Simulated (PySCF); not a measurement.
Compound: propene, C3H6.
SMILES with atom numbers: `[CH2:1]=[CH:2][CH3:3]` (hydrogens: H4, H5 on C1; H6 on C2; H7, H8, H9 on C3)

Computed geometry: GFN2-xTB, gas phase.

(1) Give the optimised bond lengths and angles.

## Answers

(1) 
```tsv
bond	length (Å)	order
C1=C2	1.319	double
C2–C3	1.492	single
C1–H4	1.078	single
C1–H5	1.077	single
C2–H6	1.083	single
C3–H7, C3–H8, C3–H9	1.089	single
```

Bonds in one row agree within 0.01 Å and their mean is given. Orders are formal, as drawn. A selection of angles:
```tsv
angle	degrees
C2–C1–H4	121.7
C2–C1–H5	122.2
H4–C1–H5	116.2
C1–C2–C3	124.7
C1–C2–H6	120.1
C3–C2–H6	115.2
C2–C3–H7	110.1
C2–C3–H8	111.1
H7–C3–H8	108.9
H7–C3–H9	107.6
```

The C–C distances run from 1.319 Å (C1=C2, drawn double) to 1.492 Å (C2–C3, drawn single), a spread of 0.173 Å. Of the pairs four or more bonds apart, H4···H8 is among the closest relative to their van der Waals radii: 2.44 Å, 102 % of the sum of Bondi's values.

Point group: Cs (every atom within 0.08 Å of its image). GFN2-xTB frequencies: not computed here.
